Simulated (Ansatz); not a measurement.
Two isomers of C4H4F2: A = `C=C/C(F)=C\F`, B = `FC1(F)C=CC1`.

Computed with Ansatz on PBE0-D4/def2-TZVP structures; ΔE is electronic, products minus reactants. CCSD(T)/CBS is the MP2 limit (def2-TZVPP, def2-QZVPP) plus CCSD(T) − MP2 in def2-TZVPP, frozen cores. DFT in def2-TZVPP. One conformer a species, not always the lowest.

Which is lower in electronic energy at CCSD(T)/CBS, and by how much? (An estimate is asked.)

Ansatz gave: B, by 3.4 kcal/mol.

Give E(B) − E(A) in kcal/mol with CCSD(T)/def2-SVP, HF/def2-TZVPP, B2PLYP, r2SCAN-D4, ωB97M-V, CCSD(T)/def2-TZVPP, PBE0-D4. (Best estimate.)

The calculation gave: CCSD(T)/def2-SVP -2.3, HF/def2-TZVPP -1.5, B2PLYP 0.0, r2SCAN-D4 -0.6, ωB97M-V -4.2, CCSD(T)/def2-TZVPP -2.9, PBE0-D4 -4.0. None reverses the order clearly.

Does the order hold for the free energy at 298.15 K (harmonic terms from PBE0-D4)? (Best estimate.)

Computed: Yes: G(B) − G(A) = -2.0 kcal/mol, for one conformer each.

Largest T1 diagnostic: 0.012.

From r2SCAN to r2SCAN0 (25 % exact exchange), in def2-TZVPP and without D4, E(B) − E(A) moves by −2.9 kcal/mol. In def2-TZVPP, CCSD(T) changes the Hartree–Fock value by −1.5 kcal/mol (the triples alone add +0.5 kcal/mol) and MP2 by −3.6 kcal/mol.
